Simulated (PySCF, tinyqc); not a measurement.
Orbital energy against energy difference: ionisation energy by orbital energies and by energy differences in the cc-pvdz basis, for BH, spin multiplicity 1. Computed by the program tinyqc with PySCF. 

Geometry (angstrom):
```
atom       x       y       z
B     0.0000  0.0000  0.0000
H     0.0000  0.0000  1.1870
```

CCSD(T) difference in the same basis = 9.5767 eV

IP-EOM-CCSD = 9.6044 eV

The cation is unrestricted; errors are against CCSD(T) in this basis, not against experiment.

First vertical ionisation energy (eV):
```
method     -e(HOMO)  E(cation) - E  error of -e(HOMO)  error of the difference
HF            9.343        8.38418             -0.233                   -1.193
LDA           5.261        9.60887             -4.316                    0.032
PBE           5.289        9.52463             -4.288                   -0.052
B3LYP         6.309        9.65286             -3.268                    0.076
PBE0          6.493        9.47959             -3.084                   -0.097
CAM-B3LYP     7.889        9.62697             -1.687                    0.050
LC-wPBE       9.315        9.54384             -0.262                   -0.033
```

Koopmans errs by -0.23 eV and Delta-HF by -1.19 eV: relaxation, 0.96 eV, lowers the value and the missing correlation difference works against it. The PBE level is off by -4.3 eV through the wrong tail of its potential, though its energy difference is off by -0.05 eV; exact exchange deepens the level, and among the orbital energies HF comes closest; among the differences LDA does. The restricted reference is unstable here: a spin-polarised solution lies 0.0066 hartree lower (PySCF), so results built on it describe a poor reference.
